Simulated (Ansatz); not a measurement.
**Worked example: NS, quartet against NS, doublet**

Geometry (PBE0/def2-TZVP stationary point of a doublet), kept for both states (NS, doublet: Π; NS, quartet: Σ⁻):

```yaml
atoms:
  - { symbol: N, position_ang: [0.0000, 0.0000, 0.0000] }
  - { symbol: S, position_ang: [0.0000, 0.0000, 1.4856] }
```

Basis 6-31G; Ansatz 0.2.0. Correlated methods freeze the noble-gas cores. Prefix R: restricted or restricted open-shell reference; prefix U: unrestricted.

Full CI is exact within this basis and frozen core; it isn't the basis-set limit. The frozen core follows each run's orbitals, which can shift R against U totals by a few meV.

Unrestricted rows (U, and Kohn–Sham where it breaks symmetry) aren't spin-pure: their determinants' ⟨S²⟩ exceeds S(S+1) by up to 0.41, so they mix in states of higher spin. Coupled cluster chose its determinant by a search with trial CCSD, here up to 0.11 eV above the lowest Hartree–Fock solution of its kind, and MP2 stands on that determinant too.

| level | E(NS, doublet) (hartree) | E(NS, quartet) (hartree) |
| --- | --- | --- |
| UMP2 | -451.934127 | -451.825903 |
| UCCSD(T) | -451.975758 | -451.844667 |
| PBE | -452.544318 | -452.409915 |
| r2SCAN | -452.714024 | -452.589683 |
| full CI | -451.978088 | -451.845604 |

Give the vertical gap, NS quartet less NS doublet, at each level in eV (1 hartree = 27.2114 eV), and each error against full CI.

full CI: (-451.845604 − (-451.978088)) × 27.2114 = 3.605 eV (the reference)
r2SCAN: (-452.589683 − (-452.714024)) × 27.2114 = 3.383 eV, error -0.222 eV
PBE: (-452.409915 − (-452.544318)) × 27.2114 = 3.657 eV, error 0.052 eV
UCCSD(T): (-451.844667 − (-451.975758)) × 27.2114 = 3.567 eV, error -0.038 eV
UMP2: (-451.825903 − (-451.934127)) × 27.2114 = 2.945 eV, error -0.660 eV

Total energies of functionals can't be set beside those of wave-function methods, since they hold the core's correlation and their own absolute errors; only the differences compare.

The set has no polarisation functions, so the order and spacing of states can differ from the basis-set limit.

In so small a basis the reference is far from its limit while semilocal and hybrid functionals are nearer theirs, so the functionals' errors here hold much of the reference's basis and frozen-core error, which can add to them or hide them.

Each level lands on the state that its own search finds. T1 diagnostics of restricted CCSD: 0.033 and 0.032.
